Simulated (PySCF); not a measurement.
C4H9OS (doublet state).
Z-matrix (Å and degrees, GFN2-xTB geometry), rows numbered from 1:
```
C 
C   1  1.5195
O   2  1.4096  1  108.48
C   3  1.4048  2  113.85  1  -179.91
C   4  1.4836  3  110.56  2  -179.34
S   5  1.7116  4  122.74  3    -2.18
H   1  1.0866  2  109.87  3    59.87
H   1  1.0860  2  109.92  3  -179.94
H   1  1.0866  2  109.97  3   -59.67
H   2  1.1014  1  110.56  3   120.29
H   2  1.1014  1  110.43  3  -120.30
H   4  1.1099  3  109.93  2   -57.77
H   4  1.1104  3  109.88  2    58.59
H   5  1.0710  4  120.25  3  -178.41
H   6  1.3296  5   94.80  4     2.64
```

The hyperfine couplings belong to this conformer and change with its torsions.

The species is `CCOC[CH]S` [radical].

The calculation used PySCF, UKS B3LYP, pcH-1 on C H O S, non-relativistic, mean-field spin-orbit, GIAO. Isolated species at its GFN2-xTB geometry (one conformer only). GFN2-xTB frequencies show an imaginary mode (128i cm⁻¹), so this geometry is no minimum at that level. Couplings are sensitive to structure, and on GFN2-xTB geometries they can be far from those on DFT ones. No stability test was run, so a lower SCF solution isn't excluded.

(1) Predict the first-order ENDOR lines of C5, C4, C2, H12/H13, H14 and H15 under fast tumbling at B = 3349.7 mT (W band).

(2) Which pairs are centred on the nuclear Larmor frequency, and which on half the coupling?

## Answers

(1) For S = 1/2 in fast tumbling each set of equivalent nuclei gives two lines, ν± = |νn ± a/2| to first order, with νn = g_N μN B/h and μN/h = 7.62259 MHz/T.

```csv
nuclei,isotope,g_N,νn (MHz),a_iso (MHz),lower line (MHz),upper line (MHz)
C5,13C,1.4048,35.87,86.77,7.52,79.26
C4,13C,1.4048,35.87,-33.47,19.13,52.61
C2,13C,1.4048,35.87,-1.25,35.24,36.50
H12/H13,1H,5.5857,142.62,98.22,93.51,191.73
H14,1H,5.5857,142.62,-56.47,114.38,170.86
H15,1H,5.5857,142.62,-8.04,138.60,146.64
```

The rows for 13C, of low natural abundance, apply to labelled samples.

(2) Centred on νn, since |a| < 2νn: C4, C2, H12/H13, H14 and H15. Centred on |a|/2 and split by 2νn: C5.

Nuclei that the bonding pattern makes equivalent are averaged, as if the motion that swaps them (rotation, inversion, ring flip) were fast.

Hardware: an Arm Neoverse V1 with one thread, no GPU, shared host with 32 logical CPUs at a one-minute load of 25. Cost: 56 s wall (with the writing of density and orbital grids), 0.89 GiB resident at most.
